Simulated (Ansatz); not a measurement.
Saddle point of CH$_{2}$OS, closed shell (CH₂OS ([O][CH][SH]) → CH₂OS ([OH][CH][S]); bonds formed: H1–O5; bonds broken: H1–S2), PBE0-D4/def2-TZVP structure:

| atom | x (Å) | y (Å) | z (Å) |
| --- | --- | --- | --- |
| H1 | -0.7155 | -0.9926 | -0.0045 |
| S2 | 0.7546 | -0.9679 | -0.7493 |
| C3 | 0.1915 | 0.3947 | 0.0494 |
| H4 | 0.7099 | 1.3511 | 0.1415 |
| O5 | -0.9406 | 0.2148 | 0.5628 |

Energies are electronic, without zero-point energy. Barriers and step energies count from the start structure reached by relaxing down the imaginary mode; all methods use the PBE0-D4 structures, on which another method's saddle can fall below an end. Computed with Ansatz 0.2.0 (basis: def2-TZVPP, with def2-QZVPP for the basis limit); correlated methods freeze the cores. B3LYP uses VWN-RPA correlation. Extrapolation: Hartree–Fock as exp(−7.88 √X), correlation as X^−2.97.

| method | barrier (kJ/mol) | step energy (kJ/mol) |
| --- | --- | --- |
| SPW92 | 92.2 | -1.5 |
| PBE-D4 | 112.8 | 9.4 |
| BLYP-D4 | 126.9 | 13.1 |
| r2SCAN-D4 | ? | 8.6 |
| B97M-V | 136.7 | 9.6 |
| PBE0-D4 | 128.6 | 6.3 |
| B3LYP-D4 | 138.1 | 9.7 |
| r2SCAN0-D4 | 135.2 | 5.3 |
| BHLYP-D4 | 157.5 | 7.4 |
| CAM-B3LYP-D4 | 140.7 | 8.1 |
| wB97X-V | 141.4 | 10.6 |
| wB97M-V | ? | 5.3 |
| B2PLYP | ? | 7.1 |
| PBE-QIDH | 132.9 | 3.7 |
| RPA on PBE | 131.4 | 7.9 |
| HF | 195.9 | 12.5 |
| MP2 | 125.8 | 2.9 |
| CCSD | 148.9 | 7.0 |
| CCSD(T) | 135.5 | 5.2 |

(1) Fill in the withheld barriers. (To be estimated.)

T1 diagnostic: at most 0.023.

Results:

(1) By the calculation: r2SCAN-D4 124.7; wB97M-V 135.6; B2PLYP 134.0 kJ/mol. Each is the energy of the saddle less that of the start structure, by the same method.

For comparison, the barrier by CCSD(T) at an estimated basis limit (MP2 extrapolated from triple and quadruple zeta, plus CCSD(T) − MP2 in triple zeta) is 132.2 kJ/mol.

Labels in which every atom is bracketed show which atoms are joined, not bond orders.

For scale, one of the runs: CCSD(T)/def2-TZVPP, 132 basis functions, launched by `ansatz run in.yaml --threads 2 --pin off --events-out ev --progress --plain --max-ram 4352MiB`. Time: 9 s of wall clock on 2 CPU threads of an Arm Neoverse V1; the host was shared. Peak host memory: 0.66 GiB.
